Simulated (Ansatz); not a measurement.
**Worked example: the enthalpy of formation of SiH4 (silane)**

SiH4 has 5 atoms, charge 0, and is taken as a singlet. SMILES: `[SiH4]`. Geometry: relaxed at PBE0-D4/def2-TZVP.

Total energies at FCI/6-31G, 5 core orbitals frozen (Ansatz 0.2.0); the atoms run unrestricted:

```
species    state  energy (Eh)
   SiH4  singlet  -291.259980
     Si  triplet  -288.852057
      H  doublet    -0.498233
```

Harmonic wavenumbers at PBE0-D4/def2-TZVP, in cm⁻¹: 907, 907, 907, 968, 968, 2236, 2246, 2246, 2246.

Measured heats of formation of the gaseous atoms at 298.15 K, in kJ/mol: Si 450.0, H 218.0. Spin-orbit lowering of the atoms at 298 K (mean of the ground term's levels less their thermal mean, from spectra), in kJ/mol: Si 0.44. Take 1 Eh = 2625.50 kJ/mol, 1 cm⁻¹ = 0.0119627 kJ/mol, RT = 2.479 kJ/mol.

Q: What heat of formation follows?

A: 
1. Electronic atomisation energy: (-288.852057) + 4 × (-0.498233) − (-291.259980) = 0.414991 Eh = 1089.6 kJ/mol.
2. Zero-point energy: half the sum of the wavenumbers, 6815.5 cm⁻¹ = 81.5 kJ/mol.
3. Thermal vibrational enthalpy, Σ hcν̃/(exp(hcν̃/kT) − 1): 0.6 kJ/mol. Translation, rotation and pV of a non-linear molecule: 4 RT = 9.9 kJ/mol.
4. The 5 free atoms carry 5/2 RT each: 31.0 kJ/mol.
5. Spin-orbit coupling lowers the free atoms by 0.44 = 0.4 kJ/mol.
6. Atomisation enthalpy at 298 K: 1089.6 − 0.4 − 81.5 − 0.6 − 9.9 + 31.0 = 1028.2 kJ/mol.
7. Sum of the atoms' heats of formation: 1322.0 kJ/mol. Heat of formation: 1322.0 − 1028.2 = +293.8 kJ/mol.

The tabulated value is +34.3 kJ/mol (NIST-JANAF tables), so this level is off by +259.5 kJ/mol, or 20.2 % of the atomisation enthalpy that the table implies (1287.7 kJ/mol). A basis without polarisation functions underbinds badly. Anharmonicity and any spin-orbit splitting of the molecule are left out, and so is core correlation.
